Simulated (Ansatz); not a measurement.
# Stretch profile

Si2NH3, singlet, at its PBE0-D4/def2-TZVP minimum:

```
atom    x (Å)    y (Å)    z (Å)
  N1   1.2831  -2.4497   1.3567
 Si2   0.6326  -1.2081   0.6690
 Si3  -0.3439   0.6567  -0.3637
  H4  -1.5532   0.1756  -1.0701
  H5   0.6608   1.2063  -1.3024
  H6  -0.6794   1.6192   0.7105
```

The bond length Si3–H4 (1.481 Å at the minimum) is set to the values below, with the rest relaxed at PBE0-D4/def2-TZVP at each step. Each method's energies count from its own value at the PBE0-D4 minimum structure. Computed with Ansatz 0.2.0 (basis: def2-TZVPP); correlated methods freeze the cores. B3LYP uses VWN-RPA correlation.

```
bond length (Å)  CCSD(T) (kJ/mol)  wB97M-V (kJ/mol)
          1.273              50.2              47.7
          1.317              28.6              26.7
          1.381                 ?               8.1
          1.456               0.3               0.1
          1.538               3.2               3.8
          1.627              16.5              18.0
          1.722                 ?              41.0
          1.821              66.3              70.2
          1.925                 ?             103.9
```

Fill in the withheld CCSD(T) values. (To be estimated.)

The calculation gives: 9.1 kJ/mol at 1.381 Å; 38.4 kJ/mol at 1.722 Å; 98.2 kJ/mol at 1.925 Å. These count from the CCSD(T) energy at the PBE0-D4 minimum.

Minimum and curvature along this coordinate at CCSD(T): A fifth-order fit through the nearest points gives 1.475 Å, with a curvature of about 19 eV/Å².

Largest difference from the CCSD(T) curve over the scan: PBE-D4 13.8; r2SCAN-D4 3.8; PBE0-D4 3.5; B3LYP-D4 4.6 kJ/mol. Each curve counts from its own value at the minimum.

The T1 diagnostic stays at or below 0.030. The T1 diagnostic is large here, which may signal multireference character or strong orbital relaxation, so CCSD(T) is less sure. The restricted Hartree–Fock reference is unstable towards an unrestricted one at one or more of these structures.

For scale, one of the runs: CCSD(T)/def2-TZVPP, 157 basis functions (an equivalent command: `ansatz run in.yaml --threads 2`). The run took 14 s on 2 CPU threads (shared host), with 1 GiB of host memory at its peak.
